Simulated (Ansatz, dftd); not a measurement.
Species: C2H6, charge 0, singlet. C2H6 (SMILES CC).
B3LYP-D3(BJ)/def2-TZVP minimum from Ansatz (an electronic-structure program):
```xyz
8

C      0.0020    -0.0069     0.7631
C     -0.0020     0.0069    -0.7631
H      0.0089     1.0066     1.1692
H     -0.8808    -0.5139     1.1578
H      0.8809    -0.5241     1.1531
H     -0.0089    -1.0066    -1.1692
H     -0.8809     0.5241    -1.1531
H      0.8808     0.5139    -1.1578
```

Quantity: atomisation energy (electronic, to ground-state atoms), in kJ/mol. Open shells are spin-unrestricted; no spin-orbit coupling. CBS(X,Y): correlation extrapolated as X^-3, Hartree-Fock from the larger set (Q,5: extrapolated as (X+1)exp(-9√X)). A bracket is a step between two methods taken in the basis named. The functionals are non-relativistic, so their misses hold any scalar relativity. Double hybrids freeze cores in their MP2 part. 'core' is core correlation in cc-pwCVTZ, 'X2C' scalar relativity in cc-pVTZ-DK, both at CCSD(T). For partners of very few electrons the exact lower level stands in for a higher one.

Compared with CCSD(T)/CBS(cc-pVQZ,cc-pV5Z) + [CCSDT(Q) - CCSD(T)]/cc-pVDZ + core + X2C (Ansatz): 2982.9 kJ/mol.

**Question.** Rank these levels by how close they come to it, closest first: PBE/def2-TZVPD (Ansatz); r2SCAN-D3(BJ)/def2-TZVPD (Ansatz + dftd3); CAM-B3LYP-D4/def2-TZVPD (Ansatz + dftd4); B2PLYP-D4/def2-TZVPD (Ansatz + dftd4); B2PLYP/def2-TZVPD (Ansatz).

**Answer.** r2SCAN-D3(BJ)/def2-TZVPD (2975.7 kJ/mol, difference -7.2), CAM-B3LYP-D4/def2-TZVPD (2992.1 kJ/mol, difference 9.2), PBE/def2-TZVPD (2996.1 kJ/mol, difference 13.2), B2PLYP-D4/def2-TZVPD (2949.6 kJ/mol, difference -33.3), B2PLYP/def2-TZVPD (2944.7 kJ/mol, difference -38.2)
